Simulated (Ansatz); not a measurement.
The input, for Ansatz 0.2.0:

```yaml
crystal:
  periodic: [false, false, false]
  atoms:
    - {symbol: Ge, position_ang: [0.000000, 0.014250, 0.329308]}
    - {symbol: N, position_ang: [0.000000, -0.126443, -1.555498]}
    - {symbol: H, position_ang: [0.000000, 0.730143, -2.116709]}
basis:
  gaussian: {orbitals: cc-pVDZ}
magnetization: {spin_polarized: true, initial_magnetization: 2}
correlation: {method: ccsdt_q, electrons: outside_noble_gas}
```

```sh
$ ansatz run in.yaml --threads 1 --pin off --events-out ev --progress --plain --max-ram 4096MiB --backend cpu
```

Problem. Roughly how long does this take on 1 thread of AMD EPYC 7R13, shared host, and how much host memory?

Solution. 49 s wall and 0.24 GiB.

```
884 factors; integrals over basis functions are off by at most 2.2e-7 eV
mean field evaluation 1: about -57964.8066 eV, gradient 1.9e1 eV
mean field evaluation 2: about -57964.8383 eV, gradient 1.9e1 eV
mean field evaluation 4: about -57967.3562 eV, gradient 2.7e0 eV
mean field evaluation 8: about -57967.6559 eV, gradient 2.1e-1 eV
mean field evaluation 16: about -57967.6944 eV, gradient 6.6e-1 eV
mean field evaluation 32: about -57964.8096 eV, gradient 1.9e1 eV
mean field evaluation 64: about -57967.6589 eV, gradient 2.7e-3 eV
mean field evaluation 96: about -57967.1126 eV, gradient 2.5e-2 eV
mean field evaluation 128: about -57967.6589 eV, gradient 3.1e-6 eV
mean field evaluation 160: about -57967.1492 eV, gradient 4.3e-1 eV
...
cycle  54  -6.20156085 eV  change    2.7e-6 eV  update   2.8e-6
cycle  55  -6.20155858 eV  change    2.3e-6 eV  update   2.3e-6
cycle  56  -6.20155603 eV  change    2.5e-6 eV  update   1.8e-6
cycle  57  -6.20155494 eV  change    1.1e-6 eV  update   1.5e-6
cycle  58  -6.20155416 eV  change    7.8e-7 eV  update   1.3e-6
cycle  59  -6.20155347 eV  change    6.8e-7 eV  update   1.0e-6
cycle  60  -6.20155263 eV  change    8.4e-7 eV  update   9.0e-7
cycle  61  -6.20155157 eV  change    1.1e-6 eV  update   7.6e-7
cycle  62  -6.20154957 eV  change    2.0e-6 eV  update   6.3e-7
cycle  63  -6.20154982 eV  change   -2.5e-7 eV  update   4.9e-7
perturbative correction -0.12147085 eV, -0.0044639716 hartree
Total energy: -57974.31793380 eV, -2130.5168876631 hartree
```
